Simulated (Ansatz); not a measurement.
in.yaml

```yaml
crystal:
  periodic: [false, false, false]
  atoms:
    - {symbol: B, position_ang: [0.000000, 0.000000, 0.000000]}
    - {symbol: N, position_ang: [0.000000, 0.000000, 1.261538]}
basis:
  gaussian: {orbitals: 6-31G, occupation: {up: {"A1": 4, "B1": 1, "B2": 1}, down: {"A1": 4, "B1": 1}}}
total_charge: 1
magnetization: {spin_polarized: false, initial_magnetization: 1}
correlation: {method: fci, electrons: outside_noble_gas}
```

```sh
$ ansatz run in.yaml --threads 1 --pin off --events-out ev --progress --plain --max-ram 2176MiB
```

Output:

```
402 factors; integrals over basis functions are off by at most 1.1e-7 eV
mean field evaluation 1: about -2128.4341 eV, gradient 4.8e1 eV
mean field evaluation 2: about -2134.0571 eV, gradient 1.7e1 eV
mean field evaluation 4: about -2135.6008 eV, gradient 6.6e-1 eV
mean field evaluation 8: about -2135.6112 eV, gradient 9.7e-5 eV
mean field -2135.61124138 eV, -78.4822655516 hartree, gradient 2.6e-6 eV, S^2 0.750000; 0 other end points of the search recorded, 0 dependent functions left out
mean field evaluation 16: about -2135.6293 eV, gradient 1.2e0 eV
unrestricted determinant -2137.76446029 eV, -78.5613948870 hartree, S^2 1.8739
2 core orbitals not correlated: weight in the atoms' cores, before any rotation towards them, 1.000 or more for the frozen orbitals, at most 0.000 for the correlated occupied ones
reference -2135.61124138 eV, -78.4822655516 hartree; 4, 3 occupied and 12, 13 virtual orbitals, 402 factors
state -2140.88322712 eV, -78.6760074538 hartree
Total energy: -2140.88322712 eV, -78.6760074538 hartree
```

Natural occupations: 1.9791 1.8967 1.6981 0.9701 0.2871 0.0981 0.0383 0.0139 0.0053 0.0049 0.0029 0.0028 0.0011 0.0008 0.0005 0.0004.

Ran on 1 thread of Arm Neoverse V1, shared host: 1 s wall, 0.09 GiB peak host memory.
